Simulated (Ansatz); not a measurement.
**C2H4OS2: two torsions**

A grid of calculations on C₂H₄OS₂, SMILES C=C(O)SS, to see where the energy is lowest and how it rises around there.

Program: Ansatz 0.2.0. Level of theory: RKS PBE0-D4/def2-SVP. These are calculated values, not measurements.

**1. Where the work starts**

9 atoms, charge 0, spin multiplicity 1.

Atoms are counted from 1 here; the program's logs count them from 0.

Bond lengths: C1–C2 1.351 Å, C1–H6 1.097 Å, C1–H7 1.099 Å, C2–O3 1.343 Å, C2–S4 1.811 Å, O3–H8 0.991 Å, S4–S5 2.096 Å, S5–H9 1.373 Å. Angles: C2–C1–H6 120.5°, C2–C1–H7 119.9°, H6–C1–H7 119.6°, C1–C2–O3 124.6°, C1–C2–S4 117.6°, O3–C2–S4 117.7°, C2–O3–H8 107.6°, C2–S4–S5 101.0°, S4–S5–H9 99.7°.

As a file:

```xyz
9

C    -1.21712    0.37122    1.18219
C    -0.46710    0.20223    0.07104
O    -0.88700   -0.41463   -1.04543
S     1.16752    0.98000    0.03730
S     2.15788   -0.23376   -1.35547
H    -0.79514    0.85773    2.07080
H    -2.26742    0.04649    1.18823
H    -0.09500   -0.56543   -1.62125
H     2.49188   -1.29025   -0.54440
```

This geometry comes from a loose relaxation at PBE in a small basis, which is not shown.

**3. Setting up the map**

The axes are (1) dihedral C2–S4–S5–H9: 18 values from −180 to 160 °, periodic; (2) dihedral C1–C2–S4–S5: 18 values from −180 to 160 °, periodic.

Nothing else is relaxed (all other coordinates rigid). Energies count from the relaxed molecule at the same level. Points are written as (first, second).

(The set-up runs are not shown.)

**4. Point (−80°, 160°)**

File input.yaml:

```yaml
crystal:
  periodic: [false, false, false]
  atoms:
    - { symbol: C, position_ang: [-1.193959, 0.360172, 1.170668] }
    - { symbol: C, position_ang: [-0.462814, 0.210685, 0.059736] }
    - { symbol: O, position_ang: [-0.90183, -0.386417, -1.049358] }
    - { symbol: S, position_ang: [1.156805, 0.97917, 0.012411] }
    - { symbol: S, position_ang: [2.075194, -0.098466, -1.501711] }
    - { symbol: H, position_ang: [-0.770553, 0.836808, 2.054224] }
    - { symbol: H, position_ang: [-2.232772, 0.025438, 1.184796] }
    - { symbol: H, position_ang: [-0.143145, -0.554033, -1.636459] }
    - { symbol: H, position_ang: [2.418943, -1.211387, -0.802721] }
basis:
  gaussian: { orbitals: def2-SVP }
hamiltonian:
  xc: pbe0
  dispersion: d4
output:
  forces: true
```

Started as:

```bash
$ ansatz run input.yaml --threads 1 --pin off --max-ram 2560MiB --backend cpu --events-out ev --progress --plain --runs-dir out
```

Further runs follow: the other points that were computed.

**Question.** What will these runs give? Wanted: lowest point; highest computed point; dipole moment; largest force on an atom.

The runs gave:

| quantity | value |
| --- | --- |
| lowest point | (−80°, 160°), 0.009 eV |
| highest computed point | (0°, 0°), 1.48 eV above the lowest |
| dipole moment (D) | 0.16 at (−60°, 40°) to 2.34 at (−140°, −180°); 1.80 at the lowest point |
| largest force on an atom (eV/Å) | 0.16 at (−80°, 160°) to 2.28 at (0°, 0°); 0.16 at the lowest point |
| time for the whole task | 27 min on 1 thread, shared host |

The lowest computed point is at (−80°, 160°), 0.009 eV from the relaxed molecule at the same level. Higher local minima lie near (100°, 160°) (0.021 eV above the lowest at that grid point); (−100°, −120°) (0.20 eV above the lowest at that grid point). The highest computed point, (0°, 0°), lies 1.48 eV above the lowest. On the interpolated surface the easiest way out of the lowest well to the well at (−100°, −120°) passes a barrier of about 0.21 eV. Round the minimum the valley is somewhat tilted: raising dihedral C2–S4–S5–H9 shifts the best value of dihedral C1–C2–S4–S5 downwards (coupling k₁₂/√(k₁₁k₂₂) about 0.4). Between some neighbouring points the energy changes steeply, from close contacts of the rigid frames or a change of state; the map doesn't tell which.
